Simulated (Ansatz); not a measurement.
The reference is Si in the diamond structure (space group Fd-3m, No. 227; a = 5.470 Å).

Levels (all Ansatz, a quantum-chemistry and plane-wave program, PAW, earlier PAW set): PBE (420 eV, without spin-orbit coupling); PBEsol (420 eV, without spin-orbit coupling).

Levels that relaxed their own cell: PBE and PBEsol.

```json
[
 {"level": "PBE", "band gap": "0.61 eV", "lattice parameter a": "5.470 Å"},
 {"level": "PBEsol", "band gap": "0.47 eV", "lattice parameter a": "5.434 Å"}
]
```

Measured: band gap 1.23 eV (static lattice; corrected from measurement; as listed in Wei Chen et al., Physical Review Materials (2018)); lattice parameter a 5.421 Å (static lattice; corrected from measurement; as listed in Daniel Mejia-Rodriguez, S. B. Trickey, Phys. Rev. B (2018)).

Computed minus measured — band gap: PBE -0.62 eV, PBEsol -0.76 eV (closest: PBE); lattice parameter a: PBE +0.9 %, PBEsol +0.2 % (closest: PBEsol). A measured gap can be an optical one, lowered by exciton binding.

Whether these cells are dynamically stable was not tested.
